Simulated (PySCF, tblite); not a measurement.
# C₂H₈N₂: protonation, part 3 of 3

tblite 0.8.0 and PySCF 2.14.0. Atoms count from 0.

## 18. Single point (C2H9N2+): HSE06/cc-pVDZ in toluene

Geometry: PBE0-D3(BJ)/def2-SVP.

Job settings and geometry (Å):

```
{"job": {"kind": "sp", "xc": "HSE06", "basis": "cc-pVDZ", "grid": 2, "solvent": "toluene", "scf": {"diis_space": 4}}, "charge": 1, "multiplicity": 1}
N      0.917687    -1.165617     0.442443
C      0.759083     0.291809     0.688711
C     -0.694554     0.613877     0.311251
N     -1.017592    -0.170816    -0.872010
H      1.854419    -1.449579     0.143562
H      0.182847    -1.280572    -0.352236
H      1.005660     0.548528     1.726665
H      1.465032     0.811263     0.025101
H     -1.365810     0.314206     1.131103
H     -0.808648     1.702133     0.189158
H     -0.815034     0.324013    -1.740687
H     -1.996729    -0.447705    -0.906314
H      0.644038    -1.746122     1.241864
```

Output:

```text
final grid: 92752 points
cycle   1  E = -190.7403437238  dE =  4.761e-01  |g| = 2.661e-01  |ddm| = 6.031e+00
cycle   2  E = -190.7362050174  dE =  4.139e-03  |g| = 3.127e-01  |ddm| = 9.671e-01
cycle   3  E = -190.7579657966  dE = -2.176e-02  |g| = 4.888e-02  |ddm| = 4.925e-01
cycle   4  E = -190.7584531315  dE = -4.873e-04  |g| = 1.108e-02  |ddm| = 7.506e-02
cycle   5  E = -190.7584788325  dE = -2.570e-05  |g| = 4.352e-03  |ddm| = 2.494e-02
cycle   6  E = -190.7584840821  dE = -5.250e-06  |g| = 3.446e-04  |ddm| = 6.601e-03
cycle   7  E = -190.7584841064  dE = -2.424e-08  |g| = 1.421e-04  |ddm| = 6.939e-04
cycle   8  E = -190.7584841102  dE = -3.832e-09  |g| = 5.434e-05  |ddm| = 2.643e-04
converged SCF energy = -190.7584841102
```

Run time: 4.7 s. Hardware: 1 thread of Arm Neoverse V1, shared host; peak memory 0.62 GiB.

## 19. Protonation: HSE06/cc-pVDZ

This step combines the energies above: geometries from PBE0-D3(BJ)/def2-SVP, zero-point and thermal terms from PBE0-D3(BJ)/def2-SVP.

Job settings and geometry (Å):

```
{"job": {"kind": "pa", "geom": {"xc": "PBE0", "basis": "def2-SVP", "d3": "d3bj", "grid": 1}, "hess": 1, "level": {"xc": "HSE06", "basis": "cc-pVDZ", "scf": {"diis_space": 4}, "solvents": ["toluene"]}}, "charge": 0, "multiplicity": 1}
N      0.896445    -1.229704     0.433676
C      0.795859     0.216144     0.532547
C     -0.632504     0.667616     0.276638
N     -1.091908     0.187221    -1.014939
H      1.795126    -1.549378     0.786896
H      0.876433    -1.495951    -0.549734
H      1.082953     0.522637     1.552039
H      1.464139     0.758841    -0.168681
H     -1.262424     0.332530     1.127476
H     -0.657004     1.769980     0.273682
H     -1.970268     0.632647    -1.269204
H     -1.298770    -0.808004    -0.942187
```

Output (the driver's rows laid out field by field):

```text
protonation site by site, HSE06/cc-pVDZ // PBE0-D3(BJ)/def2-SVP

row 1
  formula                 C2H9N2
  charge                  1
  multiplicity            1
  smiles                  NCC[NH3+]
  kept                    yes
  pieces                  1
  point_group             C1
  atom                    0
  element                 N
  electronic              1013.61
  enthalpy                983.42
  free_energy             949.62
  solution                toluene 1091.16
  share_gas               1.0
  share_solution          toluene 1.0
```

Wall time 20 s (1 thread of Arm Neoverse V1, shared host); peak memory 0.62 GiB.

Energy given off on adding a proton (kJ/mol, gas phase, 298 K for the thermal columns):

| site | product | electronic | enthalpy | free energy |
| --- | --- | --- | --- | --- |
| N0 | NCC[NH3+] | 1013.6 | 983.4 | 949.6 |

Free energies in a continuum (kJ/mol, same sign; the bare proton is left unsolvated, so these are no solution acidities or basicities): toluene: N0 1091.2.

## 20. Single point (C₂H₈N₂): TPSSh-D3(BJ)/6-31G*

Geometry: PBE0-D3(BJ)/def2-SVP.

The job, as its differences from that of step 19:

```diff
@@ -1,2 +1,2 @@
-{"job": {"kind": "pa", "geom": {"xc": "PBE0", "basis": "def2-SVP", "d3": "d3bj", "grid": 1}, "hess": 1, "level": {"xc": "HSE06", "basis": "cc-pVDZ", "scf": {"diis_space": 4}, "solvents": ["toluene"]}}, "charge": 0, "multiplicity": 1}
+{"job": {"kind": "sp", "xc": "TPSSh", "basis": "6-31G*", "d3": "d3bj", "grid": 3}, "charge": 0, "multiplicity": 1}
 N      0.896445    -1.229704     0.433676
```

Output:

```text
coarse grid: 40376 points
cycle   1  E = -190.4607103366  dE =  2.071e-01  |g| = 5.011e-01  |ddm| = 2.897e+00
cycle   2  E = -190.4174992389  dE =  4.321e-02  |g| = 6.661e-01  |ddm| = 1.143e+00
cycle   3  E = -190.5207362026  dE = -1.032e-01  |g| = 4.638e-02  |ddm| = 6.852e-01
cycle   4  E = -190.5211514484  dE = -4.152e-04  |g| = 1.656e-02  |ddm| = 5.717e-02
cycle   5  E = -190.5212103741  dE = -5.893e-05  |g| = 5.996e-03  |ddm| = 2.010e-02
cycle   6  E = -190.5212187501  dE = -8.376e-06  |g| = 5.467e-04  |ddm| = 5.368e-03
final grid: 134504 points
cycle   7  E = -190.5213196925  dE = -6.201e-08  |g| = 4.497e-04  |ddm| = 1.538e-03
cycle   8  E = -190.5213196863  dE =  6.190e-09  |g| = 4.805e-04  |ddm| = 9.778e-04
cycle   9  E = -190.5213197427  dE = -5.634e-08  |g| = 6.085e-05  |ddm| = 4.867e-04
cycle  10  E = -190.5213197436  dE = -9.623e-10  |g| = 5.380e-06  |ddm| = 7.358e-05
converged SCF energy = -190.5213197436
```

Wall time 4.2 s (1 thread of Arm Neoverse V1, shared host); peak memory 0.49 GiB.

## 21. Single point (C₂H₉N₂+): TPSSh-D3(BJ)/6-31G*

Geometry: PBE0-D3(BJ)/def2-SVP.

Job settings and geometry (Å):

```
{"job": {"kind": "sp", "xc": "TPSSh", "basis": "6-31G*", "d3": "d3bj", "grid": 3}, "charge": 1, "multiplicity": 1}
N      0.917687    -1.165617     0.442443
C      0.759083     0.291809     0.688711
C     -0.694554     0.613877     0.311251
N     -1.017592    -0.170816    -0.872010
H      1.854419    -1.449579     0.143562
H      0.182847    -1.280572    -0.352236
H      1.005660     0.548528     1.726665
H      1.465032     0.811263     0.025101
H     -1.365810     0.314206     1.131103
H     -0.808648     1.702133     0.189158
H     -0.815034     0.324013    -1.740687
H     -1.996729    -0.447705    -0.906314
H      0.644038    -1.746122     1.241864
```

Output:

```text
coarse grid: 42848 points
cycle   1  E = -190.8879357016  dE =  4.410e-01  |g| = 3.046e-01  |ddm| = 2.919e+00
cycle   2  E = -190.8783696301  dE =  9.566e-03  |g| = 3.780e-01  |ddm| = 7.431e-01
cycle   3  E = -190.9111034410  dE = -3.273e-02  |g| = 6.165e-02  |ddm| = 4.262e-01
cycle   4  E = -190.9118654341  dE = -7.620e-04  |g| = 1.725e-02  |ddm| = 6.278e-02
cycle   5  E = -190.9119312545  dE = -6.582e-05  |g| = 5.647e-03  |ddm| = 1.862e-02
cycle   6  E = -190.9119388005  dE = -7.546e-06  |g| = 4.927e-04  |ddm| = 5.277e-03
final grid: 144312 points
cycle   7  E = -190.9119956720  dE = -2.292e-08  |g| = 5.902e-04  |ddm| = 1.543e-03
cycle   8  E = -190.9119956082  dE =  6.376e-08  |g| = 8.049e-04  |ddm| = 1.232e-03
cycle   9  E = -190.9119957490  dE = -1.408e-07  |g| = 5.658e-05  |ddm| = 6.933e-04
cycle  10  E = -190.9119957497  dE = -6.742e-10  |g| = 1.365e-05  |ddm| = 5.959e-05
converged SCF energy = -190.9119957497
```

Run time: 4.7 s. Hardware: 1 thread of Arm Neoverse V1, shared host; peak memory 0.49 GiB.

## 22. Single point (C₂H₈N₂): TPSSh-D3(BJ)/6-31G* in water

Geometry: PBE0-D3(BJ)/def2-SVP.

Job settings and geometry (Å):

```
{"job": {"kind": "sp", "xc": "TPSSh", "basis": "6-31G*", "d3": "d3bj", "grid": 3, "solvent": "water"}, "charge": 0, "multiplicity": 1}
N      0.896445    -1.229704     0.433676
C      0.795859     0.216144     0.532547
C     -0.632504     0.667616     0.276638
N     -1.091908     0.187221    -1.014939
H      1.795126    -1.549378     0.786896
H      0.876433    -1.495951    -0.549734
H      1.082953     0.522637     1.552039
H      1.464139     0.758841    -0.168681
H     -1.262424     0.332530     1.127476
H     -0.657004     1.769980     0.273682
H     -1.970268     0.632647    -1.269204
H     -1.298770    -0.808004    -0.942187
```

Output:

```text
final grid: 134504 points
cycle   1  E = -190.5319146599  dE = -6.528e-04  |g| = 2.596e-02  |ddm| = 1.316e-01
cycle   2  E = -190.5318193449  dE =  9.532e-05  |g| = 3.332e-02  |ddm| = 5.275e-02
cycle   3  E = -190.5320701596  dE = -2.508e-04  |g| = 2.397e-03  |ddm| = 2.982e-02
cycle   4  E = -190.5320712489  dE = -1.089e-06  |g| = 7.086e-04  |ddm| = 2.272e-03
cycle   5  E = -190.5320713651  dE = -1.162e-07  |g| = 2.052e-04  |ddm| = 8.028e-04
cycle   6  E = -190.5320713755  dE = -1.041e-08  |g| = 1.238e-05  |ddm| = 2.262e-04
cycle   7  E = -190.5320713756  dE = -3.928e-11  |g| = 1.822e-06  |ddm| = 1.722e-05
converged SCF energy = -190.5320713756
```

It took 4.8 s on 1 thread of Arm Neoverse V1, shared host; peak memory 0.6 GiB.

## 23. Single point (C₂H₉N₂+): TPSSh-D3(BJ)/6-31G* in water

Geometry: PBE0-D3(BJ)/def2-SVP.

Job settings and geometry (Å):

```
{"job": {"kind": "sp", "xc": "TPSSh", "basis": "6-31G*", "d3": "d3bj", "grid": 3, "solvent": "water"}, "charge": 1, "multiplicity": 1}
N      0.917687    -1.165617     0.442443
C      0.759083     0.291809     0.688711
C     -0.694554     0.613877     0.311251
N     -1.017592    -0.170816    -0.872010
H      1.854419    -1.449579     0.143562
H      0.182847    -1.280572    -0.352236
H      1.005660     0.548528     1.726665
H      1.465032     0.811263     0.025101
H     -1.365810     0.314206     1.131103
H     -0.808648     1.702133     0.189158
H     -0.815034     0.324013    -1.740687
H     -1.996729    -0.447705    -0.906314
H      0.644038    -1.746122     1.241864
```

Output:

```text
final grid: 144312 points
cycle   1  E = -191.0116277490  dE = -7.271e-04  |g| = 1.829e-02  |ddm| = 1.550e-01
cycle   2  E = -191.0115898177  dE =  3.793e-05  |g| = 2.350e-02  |ddm| = 3.474e-02
cycle   3  E = -191.0117105613  dE = -1.207e-04  |g| = 2.368e-03  |ddm| = 1.842e-02
cycle   4  E = -191.0117115688  dE = -1.007e-06  |g| = 9.569e-04  |ddm| = 2.455e-03
cycle   5  E = -191.0117117735  dE = -2.047e-07  |g| = 1.902e-04  |ddm| = 1.001e-03
cycle   6  E = -191.0117117811  dE = -7.687e-09  |g| = 6.212e-05  |ddm| = 2.195e-04
converged SCF energy = -191.0117117811
```

Wall time 5 s (1 thread of Arm Neoverse V1, shared host); peak memory 0.61 GiB.

## 24. Protonation: TPSSh-D3(BJ)/6-31G*

This step combines the energies above: geometries from PBE0-D3(BJ)/def2-SVP, zero-point and thermal terms from PBE0-D3(BJ)/def2-SVP.

Job settings and geometry (Å):

```
{"job": {"kind": "pa", "geom": {"xc": "PBE0", "basis": "def2-SVP", "d3": "d3bj", "grid": 1}, "hess": 1, "level": {"xc": "TPSSh", "basis": "6-31G*", "d3": "d3bj", "grid": 3, "solvents": ["water"]}}, "charge": 0, "multiplicity": 1}
N      0.896445    -1.229704     0.433676
C      0.795859     0.216144     0.532547
C     -0.632504     0.667616     0.276638
N     -1.091908     0.187221    -1.014939
H      1.795126    -1.549378     0.786896
H      0.876433    -1.495951    -0.549734
H      1.082953     0.522637     1.552039
H      1.464139     0.758841    -0.168681
H     -1.262424     0.332530     1.127476
H     -0.657004     1.769980     0.273682
H     -1.970268     0.632647    -1.269204
H     -1.298770    -0.808004    -0.942187
```

Output (the driver's rows laid out field by field):

```text
protonation site by site, TPSSh-D3(BJ)/6-31G* // PBE0-D3(BJ)/def2-SVP

row 1
  formula                 C2H9N2
  charge                  1
  multiplicity            1
  smiles                  NCC[NH3+]
  kept                    yes
  pieces                  1
  point_group             C1
  atom                    0
  element                 N
  electronic              1025.72
  enthalpy                995.53
  free_energy             961.74
  solution                water 1195.32
  share_gas               1.0
  share_solution          water 1.0
```

It took 19 s on 1 thread of Arm Neoverse V1, shared host; peak memory 0.61 GiB.

Energy given off on adding a proton (kJ/mol, gas phase, 298 K for the thermal columns):

| site | product | electronic | enthalpy | free energy |
| --- | --- | --- | --- | --- |
| N0 | NCC[NH3+] | 1025.7 | 995.5 | 961.7 |

Free energies in a continuum (kJ/mol, same sign; the bare proton is left unsolvated, so these are no solution acidities or basicities): water: N0 1195.3.

## 25. What came out

What follows sums up all 3 parts.

| quantity | value |
| --- | --- |
| strongest single infrared mode (GFN2-xTB) | 952 cm⁻¹, 246 km/mol |
| zero-point energy (GFN2-xTB) | 67.5 kcal/mol |
| point group | C2 |
| rotational constants (main isotopes) | 14.39, 5.46, 4.41 GHz |
| surface potential, 1st and 99th percentile | -1.71 V and 1.38 V |
| proton affinity (−ΔH), N0 (wB97X-D3(BJ)/def2-TZVP) | 964.9 kJ/mol |
| proton affinity (−ΔH), N0 (HSE06/cc-pVDZ) | 983.4 kJ/mol |
| proton affinity (−ΔH), N0 (TPSSh-D3(BJ)/6-31G*) | 995.5 kJ/mol |

**Reading.** All 30 modes are real, so the xTB geometry is a minimum. The strongest single mode, at 952 cm⁻¹, has its largest shares on H5, H11, H4 and H10 (the list is cut at 4 atoms). GFN2-xTB is a fitted tight-binding method: band positions and strengths are rough. Its intensities can rank the bands wrongly. Relaxing lowered the energy by 0.056 eV in 4 steps; the close pair that moved most is C1–C2, from 1.530 to 1.520 Å (PBE0/def2-SVP). The proton affinity (−ΔH) at N0 is 964.9 kJ/mol at wB97X-D3(BJ)/def2-TZVP; zero-point and thermal terms move it by -30.2 kJ/mol from the electronic value.
